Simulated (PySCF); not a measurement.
**`C=NCCS`: 4 charge schemes on one density**

C3H7NS.
Z-matrix (Å and degrees, PBE0-D3(BJ)/def2-SVP geometry), rows numbered from 1:
```
C 
N   1  1.2624
C   2  1.4388  1  118.31
C   3  1.5218  2  110.61  1   122.78
S   4  1.8170  3  114.00  2   -66.63
H   1  1.0998  2  119.59  3  -179.04
H   1  1.1087  2  123.33  3     1.06
H   3  1.1095  2  112.90  1    -0.46
H   3  1.1048  2  107.67  1  -119.60
H   4  1.1000  3  110.27  2    57.23
H   4  1.1003  3  109.76  2   175.78
H   5  1.3507  4   95.90  3    65.29
```

Density: PBE0/pcSseg-1 (PySCF); schemes: Mulliken, IAO, Hirshfeld and ESP-fitted. The structure is a single PBE0-D3(BJ)/def2-SVP conformer in the gas phase; no vibrational or solvent corrections.

**Question.** What partial charge does each atom carry?

**Answer.** In e; atoms taken as equivalent share a row and are averaged (×n: the atom named and its like, n in all):

```tsv
atom	environment	Mulliken	IAO	Hirshfeld	ESP-fitted
C1	imine carbon	-0.014	-0.115	+0.007	+0.072
N2	imine nitrogen	-0.398	-0.260	-0.144	-0.443
C3	sp3 carbon bound to nitrogen	-0.032	-0.147	-0.033	+0.212
C4	sp3 carbon bound to sulfur	-0.353	-0.331	-0.071	-0.414
S5	thiol sulfur	-0.143	-0.079	-0.072	-0.282
H6	hydrogen on a C=N carbon	+0.130	+0.150	+0.055	+0.099
H7	hydrogen on a C=N carbon	+0.100	+0.108	+0.043	+0.062
H8/H9	methylene hydrogen	+0.121	+0.132	+0.038	+0.046
H10/H11	methylene hydrogen	+0.162	+0.158	+0.046	+0.191
H12	S–H hydrogen	+0.144	+0.094	+0.046	+0.222
```

Mean size of the charges over all atoms: ESP-fitted 0.190 e, Mulliken 0.157 e, IAO 0.155 e, Hirshfeld 0.053 e. Each set sums to the total charge, 0, to within 0.001 e. The ESP scheme fits charges at the nuclei, held to the total charge, to the electrostatic potential on points at 1.4 to 2.0 times the van der Waals radii. The Mulliken scheme counts on each atom the diagonal of the density matrix times the overlap matrix over that atom's basis functions.

Some averages cover members that differ in this geometry: H10/H11, ESP-fitted +0.157 to +0.225; H8/H9, IAO +0.110 to +0.153; H8/H9, ESP-fitted +0.028 to +0.064; H8/H9, Mulliken +0.104 to +0.138 e.

Lowest charge. The schemes don't all agree: Mulliken N2 (-0.398); IAO C4 (-0.331); Hirshfeld N2 (-0.144); ESP-fitted N2 (-0.443).

Highest charge. The schemes don't all agree: Mulliken H10/H11 (+0.162); IAO H10/H11 (+0.158); Hirshfeld H6 (+0.055); ESP-fitted H12 (+0.222).

**Question.** How many electrons does the Mulliken scheme count on C3?

**Answer.** Z − q = 6 − (-0.032) = 6.032.

**Question.** How closely do the schemes follow one another over all atoms?

**Answer.** Correlation coefficient and root-mean-square difference: Mulliken with Hirshfeld 0.96, 0.132 e; Mulliken with IAO 0.94, 0.065 e; Mulliken with ESP-fitted 0.91, 0.098 e; IAO with Hirshfeld 0.89, 0.118 e; Hirshfeld with ESP-fitted 0.85, 0.181 e; IAO with ESP-fitted 0.74, 0.154 e.
